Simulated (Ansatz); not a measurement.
Ideal-gas functions of ClHSi, SMILES `[SiH]Cl` at 500 K and 1 bar, from an Ansatz frequency run at PBE0-D4/def2-TZVP.

Molar mass 64.55 g/mol, point group Cs (symmetry number 1), electronic degeneracy 1, moments of inertia 2.248, 69.315, 71.564 u Å². Harmonic wavenumbers (cm⁻¹, unscaled): 525, 812, 2019.

Use S(trans) = R[1.5 ln M + 2.5 ln T − 1.1517]; rotational temperatures θ = 24.2544 K / I; S(rot) = R[ln(√π/σ · √(T³/θAθBθC)) + 1.5]; for each mode x = 1.438777 ν̃/T, S = R[x/(eˣ − 1) − ln(1 − e⁻ˣ)] and H = RT x/(eˣ − 1); 1 cm⁻¹ = 0.0119627 kJ/mol; R = 8.31446 J/(mol·K).

Task: By hand: the entropy, in J/(mol·K).

Result: Translation 171.6. Rotation: θ = 10.7893, 0.3499, 0.3389 K, giving 93.7. Vibration, mode by mode: 5.63, 2.92, 0.17, in all 8.7. Electronic 0.0. Sum 274.0 J/(mol·K).

Task: By hand: H − E and G − E in kJ/mol, counted from the electronic energy.

Result: Zero-point energy ½ × 3356 × 0.0119627 = 20.1; thermal vibration 2.9; translation, rotation and pV give 4 RT = 16.6. H − E = 39.6 kJ/mol, and G − E = 39.6 − 500 × 274.0/1000 = -97.4 kJ/mol.

Vibration gives 3 % of the entropy.
